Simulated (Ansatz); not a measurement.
ClF, relaxed with RKS PBE0-D4/def2-TZVP in Ansatz 0.2.0 from a GFN2-xTB geometry. The force threshold is 0.005 eV/Å; the program also tests the step.

Charge 0, multiplicity 1.

Start:

```xyz
2

F     0.355   -0.185   -0.727
Cl   -0.355    0.185    0.727
```

| step | energy (eV) | largest force (eV/Å) | largest move (Å) |
| --- | --- | --- | --- |
| 1 | -15232.0999 | 1.096 | 0.000 |
| 2 | -15232.1137 | 0.695 | 0.008 |
| 3 | -15232.1222 | 0.062 | 0.013 |
| 4 | -15232.1223 | 0.024 | 0.001 |
| 5 | -15232.1223 | 0.000 | 0.000 |

End:

```xyz
2

F     0.346   -0.181   -0.709
Cl   -0.346    0.181    0.709
```

Hardware: 2 threads of an AMD EPYC 7R13 on a shared host. Wall time 2.7 s, peak host memory 0.12 GiB.
